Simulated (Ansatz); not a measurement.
**NSF3 (thiazyl trifluoride) at revPBE/def2-SVPD**

What is the vertical singlet–triplet gap of NSF3 (thiazyl trifluoride) at revPBE/def2-SVPD? 

The results are computed with Ansatz 0.2.0.

50 further runs of the same task are left out: 8 that didn't finish, 42 set aside as unsound or not needed.

## Step 1: The structure to begin with

The species is NSF3 (5 atoms), meant as a singlet with charge 0. As SMILES, `N#S(F)(F)F`. Geometry: relaxed at PBE0-D4/def2-TZVP.

Bond lengths: N1–S2 1.409 Å, S2–F3 1.555 Å, S2–F4 1.555 Å, S2–F5 1.555 Å. Angles: N1–S2–F3 122.6°, N1–S2–F4 122.6°, N1–S2–F5 122.6°, F3–S2–F4 93.7°, F3–S2–F5 93.7°, F4–S2–F5 93.7°.

## Step 2: A single-point energy at revPBE/def2-SVPD

File job.yaml:

```yaml
crystal:
  periodic: [false, false, false]
  atoms:
    - {symbol: "N", position_ang: [-0.349630, -0.004150, 1.591380]}
    - {symbol: S, position_ang: [-0.047340, -0.000560, 0.215490]}
    - {symbol: F, position_ang: [1.023370, -0.939300, -0.408980]}
    - {symbol: F, position_ang: [-1.108620, -0.317610, -0.875740]}
    - {symbol: F, position_ang: [0.482210, 1.261610, -0.522150]}
basis:
  gaussian:
    orbitals: def2-SVPD
hamiltonian:
  xc: {name: revPBE}
accuracy: high
output:
  orbitals: {seedname: orbitals}
```

Command:

```console
$ ansatz run job.yaml --threads 1 --pin off --max-ram 3480MiB --events-out events.jsonl --progress --plain --runs-dir runs
```

Log:

```text
Warning: RAYON_NUM_THREADS=1 ignored (pool sized by the plan → 1); use --threads N
Functional definition: revPBE
  name "revPBE"
  parameter kappa = 1.245
  parameter beta = 0.06672455060314922
  exchange = pbe_x(kappa = kappa, mu = beta*pi^2/3)
  correlation = pbe_c(beta = beta)
2313 factors; integrals over basis functions are off by at most 2.8e-9 eV
mean field evaluation 1: about -20443.9117 eV, gradient 8.2e1 eV
mean field evaluation 2: about -20329.0431 eV, gradient 2.0e2 eV
mean field evaluation 4: about -20456.1690 eV, gradient 1.8e1 eV
mean field evaluation 8: about -20456.6993 eV, gradient 9.3e-2 eV
mean field evaluation 16: about -20456.6993 eV, gradient 1.3e-5 eV
mean field -20456.69926736 eV, -751.7698320268 hartree, gradient 3.7e-8 eV, S^2 0.000000; 0 other end points of the search recorded, 0 dependent functions left out
reference -20456.69927276 eV, -751.7698322250 hartree; 25, 25 occupied and 91, 91 virtual orbitals, 2313 factors
Total energy: -20456.69927276 eV, -751.7698322250 hartree
```

Wall time 8.4 s (1 thread of Arm Neoverse V2, shared host); peak memory 0.33 GiB.

## Step 3: The triplet

File job.yaml:

```yaml
basis:
  gaussian:
    orbitals: def2-SVPD
crystal:
  periodic: [false, false, false]
  atoms:
    - symbol: N
      position_ang: [-0.349630, -0.004150, 1.591380]
    - symbol: S
      position_ang: [-0.047340, -0.000560, 0.215490]
    - symbol: F
      position_ang: [1.023370, -0.939300, -0.408980]
    - symbol: F
      position_ang: [-1.108620, -0.317610, -0.875740]
    - symbol: F
      position_ang: [0.482210, 1.261610, -0.522150]
magnetization:
  spin_polarized: true
  initial_magnetization: 2
hamiltonian:
  xc: {name: revPBE}
accuracy: high
output: {orbitals: {seedname: orbitals}}
```

Command:

```console
$ ansatz run job.yaml --threads 1 --pin off --max-ram 3480MiB --events-out events.jsonl --progress --plain --runs-dir runs
```

Log, shortened:

```text
Warning: RAYON_NUM_THREADS=1 ignored (pool sized by the plan → 1); use --threads N
[... 2 set-up lines as earlier in the session ...]
[...]
2313 factors; integrals over basis functions are off by at most 2.8e-9 eV
[...]
mean field -20450.94648430 eV, -751.5584211488 hartree, gradient 1.7e-8 eV, S^2 2.002225; 8 other end points of the search recorded, 0 dependent functions left out
reference -20450.94648887 eV, -751.5584213165 hartree; 26, 24 occupied and 90, 92 virtual orbitals, 2313 factors
Total energy: -20450.94648887 eV, -751.5584213165 hartree
```

Run time: 2.1 min. Hardware: 1 thread of Arm Neoverse V2, shared host; peak memory 0.45 GiB.

## Step 4: Results

At revPBE/def2-SVPD:

| quantity | value |
| --- | --- |
| singlet: total energy | -751.76983 Eh |
| singlet: HOMO energy | -8.29 eV |
| singlet: LUMO energy | -2.51 eV |
| singlet: HOMO–LUMO gap | 5.79 eV |
| triplet: total energy | -751.55842 Eh |
| triplet: HOMO energy (highest over α and β) | -2.93 eV |
| triplet: ⟨S²⟩ | 2.002 |
| vertical energy of the triplet above the singlet | 5.753 eV |

At this shape the triplet lies 5.75 eV (133 kcal/mol) above the singlet.
